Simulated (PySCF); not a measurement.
**Basis-set dependence of excited states**

Species: ethenimine, C2H3N.
Atom-mapped SMILES: `[CH2:1]=[C:2]=[NH:3]` (hydrogens: H4, H5 on C1; H6 on N3)

TDDFT with PBE0 (PySCF), vertical singlets, core orbitals frozen in the response, spherical d and f functions. Geometry: PBE0-D3(BJ)/def2-SVP; no solvent, vibrations or thermal averaging.

```
      basis  functions  diffuse  S1 (eV)  S2 (eV)  S3 (eV)  S4 (eV)  S5 (eV)  LUMO (eV)  α (au)
     6-31G*         48       no     4.80     7.23     8.31     8.41     8.84       0.21    26.0
   def2-SVP         57       no     4.79     7.04     7.65     8.37     8.40       0.05    27.2
    6-31+G*         60      yes     4.75     5.83     6.72     7.00     7.39      -0.16    31.3
  def2-SVPD         84      yes     4.72     6.29     6.95     7.57     8.29      -0.22    34.2
aug-cc-pVDZ         96      yes     4.72     5.66     6.35     6.84     6.84      -0.25    35.4
  def2-TZVP        111       no     4.77     6.66     7.07     7.98     8.28      -0.15    32.0
 def2-TZVPD        138      yes     4.73     5.92     6.77     7.14     8.16      -0.23    35.3
aug-cc-pVTZ        207      yes     4.72     5.67     6.34     6.78     6.79      -0.27    35.7
```

**Question.** Compare the sets with the largest diffuse one.

**Answer.** States are compared by their number. Against the largest diffuse basis here (aug-cc-pVTZ, itself not a converged limit), sets without diffuse functions differ by up to 0.08 eV in S1 and 2.04 eV in S5; the smaller diffuse sets differ by up to 0.04 and 1.50 eV. State by state, the largest deviation of a set without diffuse functions is S1 0.08, S2 1.56, S3 1.98, S4 1.64, S5 2.04 eV. The same number needn't mean the same state in each row. Against aug-cc-pVTZ the polarisability deviates by -27% in 6-31G*, -24% in def2-SVP, -12% in 6-31+G*, -4% in def2-SVPD, -1% in aug-cc-pVDZ, -10% in def2-TZVP, -1% in def2-TZVPD. A single + in a Pople set puts diffuse functions on heavy atoms only.
